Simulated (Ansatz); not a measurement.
# SiPN (triplet): from Hartree-Fock to the top rungs, def2-TZVPP

An exercise on one series of results from a longer session: the logs are not shown, and one member is left open.

Computed with Ansatz 0.2.0, Gaussian basis. Level: def2-TZVPP, core rule «outside noble gas», up to 11 orbitals frozen.

The runs, in order: UHF; ROHF; CCSD(T) on UHF.

2 further runs of the same task are left out: 2 set aside as unsound or not needed.

## What is computed

The geometry is a PBE0/def2-TZVP stationary point (not a proven minimum) of the parent state, kept for this charge and spin.

3 atoms, charge 0, spin multiplicity 3.

Atoms are counted from 1 here; the program's logs count them from 0.

Bond lengths: P1–N2 1.566 Å, N2–Si3 1.632 Å. Angles: P1–N2–Si3 180.0°.

Coordinates:

```xyz
3

P     0.0000    0.0000    1.5882
N     0.0000    0.0000    0.0219
Si    0.0000    0.0000   -1.6101
```

Set-up of the first run:

in.yaml

```yaml
crystal:
  periodic: [false, false, false]
  atoms:
    - {symbol: P, position_ang: [0.000000, 0.000000, 1.588200]}
    - {symbol: N, position_ang: [0.000000, 0.000000, 0.021900]}
    - {symbol: Si, position_ang: [0.000000, 0.000000, -1.610100]}
basis:
  gaussian: {orbitals: def2-TZVPP}
magnetization: {spin_polarized: true, initial_magnetization: 2}
hamiltonian: {xc: hf}
output: {orbitals: {seedname: orbitals}}
```

Command:

```bash
> ansatz run in.yaml --threads 1 --pin off --events-out ev --progress --plain --max-ram 4096MiB --backend cpu
```

Among the steps run: UHF; ROHF; CCSD(T) on UHF.

One of the session's tables, all rows but one given; the rest of the session is left out.

```
  method  from UCCSD(T) (kJ/mol)
    ROHF                       ?
     UHF                 +1158.7
    UMP2                  +141.2
   UCCSD                   +66.5
UCCSD(T)                       0
```

**Question.** Estimate the row for ROHF.

**Answer.** from UCCSD(T) (kJ/mol): +1198.7. In the column «from UCCSD(T) (kJ/mol)» it is the highest.
